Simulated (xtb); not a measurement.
Species: N₂, SMILES `N#N` (charge 0, multiplicity 1).

Give a relaxed geometry from GFN2-xTB in xtb.

the end point of this relaxation (outside a Z-matrix the atoms follow the SMILES, hydrogens last).
Bond lengths (Å): N1–N2 1.098.
